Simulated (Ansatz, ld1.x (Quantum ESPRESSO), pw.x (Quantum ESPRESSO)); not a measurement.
**What a changed setting does to a pw.x run (sc B)**

Potential: PAW, ld1.x (Quantum ESPRESSO) 7.5, LDA (PW92); core [He], reference 2s1 2p0; waves: 2s (bound): rcut 1.20, rcutus 1.65 bohr; 2s channel at -1.9 Ry: rcut 1.20, rcutus 1.65 bohr; 2p (bound, empty): rcut 2.20, rcutus 2.40 bohr; 2p channel at -1.5 Ry: rcut 2.20, rcutus 2.40 bohr; 3d channel at 0.2 Ry: rcut 1.50, rcutus 1.85 bohr; local part: all-electron potential smoothed inside 1.55 bohr (lloc = -1); core correction: a·sin(br)/r model core inside 0.85 bohr; augmentation: BESSEL, radius 1.35 bohr.

The reference run (k-mesh 17³, cutoffs 40/320 Ry, Fermi–Dirac 0.01 Ry, mixing_beta 0.4, conv_thr 1e-9, no spin) gives 1.16 GPa at 6.519 Å³/atom, where all-electron LAPW gives -1.14 GPa. This run, with its own iteration cap, changes ecutwfc to 8, a wrong or extreme entry chosen on purpose.

```
&control
  calculation='scf', prefix='x', pseudo_dir='./', outdir='./tmp', tstress=.true., disk_io='none'
/
&system
  ibrav=0, nat=1, ntyp=1, ecutwfc=8, ecutrho=320, nbnd=8,
  occupations='smearing', smearing='fd', degauss=0.01
/
&electrons
  conv_thr=1e-09, mixing_beta=0.4, electron_maxstep=70
/
ATOMIC_SPECIES
B 1.0 B.UPF
CELL_PARAMETERS angstrom
  1.86807221 0.00000000 0.00000000
  0.00000000 1.86807221 0.00000000
  0.00000000 0.00000000 1.86807221
ATOMIC_POSITIONS crystal
B 0.0000 0.0000 0.0000
K_POINTS automatic
17 17 17 0 0 0
```

```bash
pw.x < B.scf.in > B.scf.out
```

Q: How does the run end?

A: It stops with "cdiaghg: S matrix not positive definite".

```
Message from routine setup:
     using ibrav=0 with symmetry is DISCOURAGED, use correct ibrav instead
     lattice parameter (alat)  =       3.5301  a.u.
     unit-cell volume          =      43.9924 (a.u.)^3
     number of electrons       =         3.00
     number of Kohn-Sham states=            8
     kinetic-energy cutoff     =       8.0000  Ry
     charge density cutoff     =     320.0000  Ry
     scf convergence threshold =      1.0E-09
     Exchange-correlation= SLA  PW   NOGX NOGC
     number of k points=   165  Fermi-Dirac smearing, width (Ry)=  0.0100
     iteration #  1     ecut=     8.00 Ry     beta= 0.40
     Error in routine cdiaghg (32):
     S matrix not positive definite
```

The run took about 0.3 s on one core of a shared host (Neoverse-V2, 96 threads, 742 GiB, load 75).
